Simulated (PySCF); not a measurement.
# Ionisation energy of Ar by level of theory

Ar [Ar] (1S) → Ar⁺ [Ne] 3s2 3p5 (2P), as a difference of total energies. Computed with PySCF 2.14 in cc-pV(D+d)Z (4s3p2d, 23 functions), with the non-relativistic Hamiltonian (point nucleus). Correlated levels: valence: [Ne] frozen. The calculations carry no spin-orbit coupling.

| method | ionisation energy (eV) | error (eV) |
| --- | --- | --- |
| UHF | 14.670 | -1.149 |
| LDA | 15.967 | +0.148 |
| PBE | 15.703 | -0.116 |
| MP2 (valence) | 15.431 | -0.388 |
| SCS-MP2 (valence) | 15.340 | -0.479 |
| CCSD (valence) | 15.270 | -0.549 |
| CCSD(T) (valence) | 15.275 | -0.544 |

Reference: 15.819 eV (measured; NIST levels, between the centres of gravity of the two terms).

Errors of the correlated levels include the incompleteness of this basis and the frozen core.
